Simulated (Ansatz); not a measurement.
Input for Ansatz (development build ahead of 0.2.0):

```yaml
crystal:
  periodic: [false, false, false]
  atoms:
    - { symbol: O, position_ang: [0.0367, 1.11352, 0.0] }
    - { symbol: H, position_ang: [-0.91755, 1.32888, 0.0] }
    - { symbol: Cl, position_ang: [0.0367, -4.03357, 0.0] }
basis:
  gaussian: { orbitals: pcseg-2 }
magnetization:
  spin_polarized: true
hamiltonian:
  xc: pbe
```

The input is written out in the form of the current development build from the run's settings.

Output:

```yaml
Converged: yes
Total_energy: -535.65313 hartree
Spin_squared_of_the_determinant: 1.005
Stability_test: minimum
```

Caution: charge can spread falsely over distant fragments; the unrestricted determinant is a mixture of spin states.
